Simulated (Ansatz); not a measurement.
[SiH₃···H···Si], triplet along the distance Si1-H5

Starting geometry:

```xyz
6

Si   -1.7602    0.0000    0.0000
H    -2.2550    1.3997    0.0000
H    -2.2550   -0.6999    1.2122
H    -2.2550   -0.6999   -1.2122
H    -0.2755    0.0000    0.0000
Si    2.0128    0.0000    0.0000
```

From there H5 is moved from one fragment to the other while all else, the fragments' distance too, stays fixed; atoms are numbered as listed. Energies are in eV, counted from the starting geometry at the same level.

Basis cc-pVDZ; Ansatz 0.2.0. Only valence electrons are correlated (noble-gas cores frozen). R marks a restricted (for open shells ROHF) determinant, U an unrestricted one.

Unrestricted rows (U) aren't spin-pure: their determinants' ⟨S²⟩ exceeds S(S+1) by up to 0.25, so they mix in states of higher spin. Coupled cluster chose its determinant by trial CCSD, here up to 0.07 eV above the lowest Hartree–Fock solution of its kind.

Full CI isn't at hand for all of this; UCCSDT(Q) serves as the reference, and is uncertain by about the last step of the cluster series. The frozen core follows each run's orbitals, which can shift R against U totals by a few meV.

```
distance Si1-H5 (Å)    RHF
              1.381  0.124
              1.485  0.000
              1.606  0.114
              1.727  0.396
              1.848  0.773
              1.969  1.205
              2.091  1.646
              2.212  1.540
              2.333  1.575
```

Estimate the UCCSDT(Q) curve in cc-pVDZ from this one, knowing how RHF errs.

The computed UCCSDT(Q) values, in eV from the starting point, and the error of RHF against them:
| distance Si1-H5 (Å) | UCCSDT(Q) | RHF less UCCSDT(Q) |
| --- | --- | --- |
| 1.381 | 0.145 | -0.022 |
| 1.485 | 0.000 | 0.000 |
| 1.606 | 0.073 | 0.041 |
| 1.727 | 0.297 | 0.099 |
| 1.848 | 0.597 | 0.176 |
| 1.969 | 0.928 | 0.277 |
| 2.091 | 1.277 | 0.369 |
| 2.212 | 1.326 | 0.214 |
| 2.333 | 1.450 | 0.125 |

The error spans 0.391 eV and is largest, 0.369 eV, at 2.091 Å.
